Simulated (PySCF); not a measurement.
# C2H5NO (H ... C2H2 ... H2NO): the cost of one run

Programs: PySCF 2.14.0, with routines of our own; each step states its level. All values are computed. Atoms count from 0.

### 1 The system as given

9 atoms, charge 0, high-spin multiplicity 3; geometry from: GFN2-xTB fragments, placed rigidly.

The system (radical pair across a spacer): H···C2H2···H2NO. The radical centres are 6.21 Å apart, face to face; the spin sites are atom 0 (1 unpaired) and atoms 1, 2, 3, 4 (1 unpaired).

### 2 Magnetic exchange: CASSCF and SC-NEVPT2/def2-SVP (2,2)

Job settings and geometry (Å):

```
{"job": {"kind": "cas", "basis": "def2-SVP", "active": "magnetic", "zfs": true}, "charge": 0, "high_spin_multiplicity": 3, "spin_sites": [[[0], 1], [[1, 2, 3, 4], 1]]}
H      0.030800     0.000000    -4.081900
N      0.030800     0.000000     2.132300
O     -1.241000     0.000300     2.251500
H      0.527900    -0.878100     2.258800
H      0.528500     0.877800     2.258800
C      0.030800     0.000100    -0.607900
C      0.030800     0.000100    -1.801700
H      0.030800    -0.000100     0.441800
H      0.030800    -0.000100    -2.851400
```

With the program's defaults for keys left out, this is: CASSCF and SC-NEVPT2/def2-SVP spin states, gas phase.

The run is started by

```sh
$ OMP_NUM_THREADS=1 python exch_run.py task.json out
```

This one command runs all jobs of the session in turn.

Q: Estimate the wall time and peak memory of this first job on 1 thread of Arm Neoverse N1, shared host.

About 3.4 s, with a peak of 0.25 GiB.
